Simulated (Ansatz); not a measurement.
fcc Ca: LDA at its full settings (plane-wave cutoff 520 eV, 18×18×18 k mesh, Fermi–Dirac smearing 0.05 eV, scalar-relativistic PAW data made under PBE) and at cheaper ones, in a cell of 1 atom with Γ-centred meshes.

| level and setting | lattice constant a (Å) | bulk modulus B0 (GPa) |
|---|---|---|
| LDA (Ansatz) | 5.337 | 19.1 |
| LDA (Γ point alone) (Ansatz) | 5.144 | 61.4 |
| LDA (4×4×4 k mesh) (Ansatz) | 5.376 | 19.6 |

Largest shifts from the full settings: lattice constant a -3.62 % (LDA (Γ point alone)), against a difference of -3.89 % of the full result from the reference 5.553 Å (measured, low-temperature or extrapolated to 0 K; zero-point anharmonic expansion removed; as tabulated in Csonka et al. (2009), arXiv:0903.4037); bulk modulus +221 % (LDA (Γ point alone)), against a difference of +2.7 % of the full result from the reference 18.6 GPa (measured, corrected for temperature and zero-point phonon effects, sources range from 15.9 to 18.7; as tabulated in Levämäki et al. (2014), arXiv:1402.3671).

Ansatz's density-functional and Hartree–Fock values are scalar-relativistic unless marked +SOC, with PAW data made under PBE.

Run with cheap settings on purpose, which may leave them unconverged: LDA (4×4×4 k mesh), LDA (Γ point alone).

Ansatz is a program for electronic structure.
